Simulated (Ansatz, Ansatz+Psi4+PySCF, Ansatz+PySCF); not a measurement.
```xyz
7

H    -2.4567   -0.0117    0.2393
N    -1.5558   -0.3425   -0.0702
C    -0.4996    0.5414    0.0136
C     0.8194    0.1138    0.0010
N     1.9298   -0.2467    0.0038
H    -1.3710   -1.3111    0.1449
H    -0.7221    1.5776   -0.0083
```

Basis set: cc-pVTZ (spherical functions). Correlated methods keep 4 orbitals frozen. Correlation on ROHF uses semicanonical orbitals with singles. Charge 0, multiplicity 2.

Computed with Ansatz (development build ahead of 0.2.0); each method stands on the lowest determinant of its kind that the runs found.

**Question.** Give the atomization energy at this shape (free ground-state atoms in the same class of orbitals less the molecule, no zero-point energy) of doublet C₂H₃N₂ by ROHF-MP2, UHF-MP2.

**Answer.**

```tsv
method	atomization energy
ROHF-MP2	682.69 kcal/mol
UHF-MP2	671.85 kcal/mol
```

Caution: forces differ strongly between restricted and unrestricted references. Caution for UHF-MP2: the unrestricted determinant is spin contaminated.
